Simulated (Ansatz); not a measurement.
**BCCD(T)/STO-3G run of CH2F2 (difluoromethane)**

What is the vertical electron affinity of CH2F2 (difluoromethane) at BCCD(T)/STO-3G? 

The results are computed with Ansatz 0.2.0.

44 further runs of the same task are left out: 1 that didn't finish, 43 set aside as unsound or not needed.

### Step 1. The system as given

CH2F2: 5 atoms, total charge 0, spin state singlet. SMILES: `FCF`. The shape is that of a PBE0-D4/def2-TZVP optimisation.

Bond lengths: F1–C2 1.351 Å, C2–F3 1.351 Å, C2–H4 1.093 Å, C2–H5 1.094 Å. Angles: F1–C2–F3 108.6°, F1–C2–H4 108.8°, F1–C2–H5 108.8°, F3–C2–H4 108.8°, F3–C2–H5 108.8°, H4–C2–H5 113.0°.

### Step 2. A single-point energy at BCCD(T)/STO-3G

File in.yaml:

```yaml
crystal:
  periodic: [false, false, false]
  atoms:
    - {symbol: F, position_ang: [-1.073300, 0.191200, 0.698300]}
    - {symbol: C, position_ang: [0.010100, -0.016900, -0.082300]}
    - {symbol: F, position_ang: [1.090500, -0.179200, 0.713200]}
    - {symbol: H, position_ang: [-0.142700, -0.932900, -0.659500]}
    - {symbol: H, position_ang: [0.165300, 0.864200, -0.711100]}
basis:
  gaussian: {orbitals: STO-3G}
scf: {omitted_lower_state_checks: [cluster_reference, increment]}
accuracy: high
correlation: {method: bccd_t, frozen_orbitals: {C: 1, F: 1, H: 0}}
```

Launch:

```console
$ ansatz run in.yaml --threads 1 --pin off --max-ram 2610MiB --events-out events.jsonl --progress --plain --runs-dir runs
```

Log, cut to the lines that bear on the results:

```text
Warning: RAYON_NUM_THREADS=1 ignored (pool sized by the plan → 1); use --threads N
Functional definition: HF
  name "HF"
[...]
295 factors; integrals over basis functions are off by at most 3.5e-8 eV
[...]
mean field -6384.46065290 eV, -234.6246014513 hartree, gradient 1.1e-8 eV, S^2 0.000000; 0 other end points of the search recorded, 0 dependent functions left out
3 core orbitals not correlated: weight in the atoms' cores, before any rotation towards them, 1.000 or more for the frozen orbitals, at most 0.000 for the correlated occupied ones
reference -6384.46065290 eV, -234.6246014513 hartree; 10, 10 occupied and 4, 4 virtual orbitals, 295 factors
second order -2.19057011 eV of doubles, -0.00000000 eV of singles
cycle   1  -2.64969461 eV  change   -4.6e-1 eV  update   5.7e-2
[...]
cycle  18  -2.89019729 eV  change  -8.4e-10 eV  update  5.3e-10
perturbative correction -0.06907757 eV, -0.0025385538 hartree
Total energy: -6387.41992776 eV, -234.7333527966 hartree
Checks for a lower state left out: cluster_reference, increment
```

Run time: 0.14 s. Hardware: 1 thread of Arm Neoverse V2, shared host.

### Step 3. The doublet anion

File job.yaml:

```yaml
crystal:
  periodic: [false, false, false]
  atoms:
    - {symbol: F, position_ang: [-1.073300, 0.191200, 0.698300]}
    - {symbol: C, position_ang: [0.010100, -0.016900, -0.082300]}
    - {symbol: F, position_ang: [1.090500, -0.179200, 0.713200]}
    - {symbol: H, position_ang: [-0.142700, -0.932900, -0.659500]}
    - {symbol: H, position_ang: [0.165300, 0.864200, -0.711100]}
basis:
  gaussian: {orbitals: STO-3G}
total_charge: -1
magnetization: {spin_polarized: true, initial_magnetization: 1}
correlation: {method: bccd_t, frozen_orbitals: {C: 1, F: 1, H: 0}}
accuracy: high
scf: {omitted_lower_state_checks: [cluster_reference, increment]}
```

Launch:

```console
$ ansatz run job.yaml --threads 1 --pin off --max-ram 2610MiB --events-out events.jsonl --progress --plain --runs-dir runs
```

Log, cut to the lines that bear on the results:

```text
Warning: RAYON_NUM_THREADS=1 ignored (pool sized by the plan → 1); use --threads N
[... 2 set-up lines as earlier in the session ...]
[...]
295 factors; integrals over basis functions are off by at most 3.5e-8 eV
[...]
mean field -6369.42913041 eV, -234.0722031883 hartree, gradient 6.4e-8 eV, S^2 0.767839; 4 other end points of the search recorded, 0 dependent functions left out
3 core orbitals not correlated: weight in the atoms' cores, before any rotation towards them, 1.000 or more for the frozen orbitals, at most 0.000 for the correlated occupied ones
reference -6369.42913041 eV, -234.0722031883 hartree; 11, 10 occupied and 3, 4 virtual orbitals, 295 factors
second order -1.65917998 eV of doubles, -0.00000000 eV of singles
cycle   1  -2.03849580 eV  change   -3.8e-1 eV  update   5.5e-2
[...]
cycle  32  -2.28493234 eV  change    1.4e-9 eV  update   1.1e-9
perturbative correction -0.06902855 eV, -0.0025367525 hartree
Total energy: -6371.78309130 eV, -234.1587096554 hartree
Checks for a lower state left out: cluster_reference, increment
```

Wall time 0.4 s (1 thread of Arm Neoverse V2, shared host).

### Step 4. Summary of results

Level: BCCD(T)/STO-3G, 3 core orbitals frozen.

| quantity | value |
| --- | --- |
| singlet CH2F2: total energy | -234.73335 Eh |
| singlet CH2F2: correlation energy (3 core orbitals frozen) | -108.8 mEh |
| singlet CH2F2: (T) correction | -2.54 mEh |
| doublet anion: total energy | -234.15871 Eh |
| doublet anion: correlation energy (3 core orbitals frozen) | -86.5 mEh |
| doublet anion: (T) correction | -2.54 mEh |
| doublet anion: ⟨S²⟩ of the reference determinant | 0.768 |
| vertical electron affinity (to the doublet anion) | -15.637 eV |

**Reading.** The anion lies 15.64 eV (1509 kJ/mol) above the neutral: the electron isn't bound at this level, and such a value depends on the basis. Without diffuse functions anions come out too high. In a minimal basis such a difference can be off by several eV, whatever the method. The triples (singlet CH2F2) make up 2.3 % of the correlation energy. The triples (doublet anion) make up 2.9 % of the correlation energy.
